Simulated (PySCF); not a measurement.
One of the candidates below gave these computed data.

All candidates are C6H10.

| technique | computed result |
| --- | --- |
| Rotational structure | rotational constants A, B, C: 10.497, 1.597, 1.522 GHz [GFN2-xTB] |
| Polarisability | 76.6 au [B3LYP/def2-SVPD] |
| Triplet | lowest triplet excitation (Tamm–Dancoff): 4.39 eV [TDA B3LYP/def2-SVPD] |
| Dipole | 0.51 D [B3LYP/def2-SVPD] |
| 13C NMR | chemical shifts (computed TMS as zero) by class: 146.6 (1 C), 135.8 (1 C), 132.3 (1 C), 121.1 (1 C), 38.3 (1 C), 15.9 (1 C) ppm [GIAO PBE0/pcSseg-1] |
| UV, first state | lowest singlet excitation: 6.08 eV (204 nm, f = 0.196) [TDDFT B3LYP/def2-SVPD] |

Gas-phase values; electronic properties from PySCF, density fitting. Levels stand in brackets. Isolated species at its GFN2-xTB geometry (one conformer only). Each NMR value is the plain mean over a class of atoms that symmetry, rotation or inversion makes alike.

Question: Which candidate is it?
A. `C=CC/C=C\C`
B. `C#CC(C)(C)C`
C. `CC1=C(C)CC1`
D. `CC1=C[C@@H](C)C1`
E. `C[C@H]1CC12CC2`

Answer: A. It is `C=CC/C=C\C`. Numbering: `[CH2:1]=[CH:2][CH2:3]/[CH:4]=[CH:5]\[CH3:6]`. Its formula, C6H10, gives 2 degrees of unsaturation: 0 rings and 2 π bonds in the structure found. 6 carbons fall into 6 classes; from least to most shielded: alkene CH carbon [C2] (146.6 ppm), alkene CH carbon [C4] (135.8 ppm), alkene CH carbon [C5] (132.3 ppm), terminal =CH2 carbon [C1] (121.1 ppm), allylic carbon [C3] (38.3 ppm), allylic carbon [C6] (15.9 ppm). The optimised geometry has point group C1 and is an asymmetric top.

The others, at the same levels:
- `CC1=C(C)CC1` fails: it has 3 carbon classes against 6; its computed 13C shifts are 145.2 (2 C), 31.6 (2 C), 16.1 (2 C) ppm, rotational constant A is 4.535 GHz (against 10.497 GHz) and smallest rotational constant is 2.151 GHz (against 1.522 GHz).
- `C#CC(C)(C)C` fails: it has 4 carbon classes against 6; its computed 13C shifts are 97.7 (1 C), 74.2 (1 C), 32.9 (3 C), 27.6 (1 C) ppm, rotational constant A is 4.567 GHz (against 10.497 GHz) and smallest rotational constant is 2.731 GHz (against 1.522 GHz).
- `CC1=C[C@@H](C)C1` fails: its computed 13C shifts are 153.4 (1 C), 142.8 (1 C), 41.0 (1 C), 36.5 (1 C), 22.4 (1 C), 20.0 (1 C) ppm, rotational constant A is 8.987 GHz (against 10.497 GHz) and smallest rotational constant is 2.110 GHz (against 1.522 GHz).
- `C[C@H]1CC12CC2` fails: its computed lowest singlet excitation is 7.15 eV (173 nm, f = 0.008) (against 6.08 eV), lowest triplet excitation (Tamm–Dancoff) is 7.06 eV (against 4.39 eV) and static isotropic polarisability is 69.0 au (against 76.6 au).

Each candidate is one conformer, not necessarily the lowest. Dipoles, sizes and rotational constants follow the conformer. The torsions of the flexible species, by atom-mapped SMILES:
- `[CH2:1]=[CH:2][CH2:3]/[CH:4]=[CH:5]\[CH3:6]`: C1–C2–C3–C4 -117°, C2–C3–C4–C5 -111°
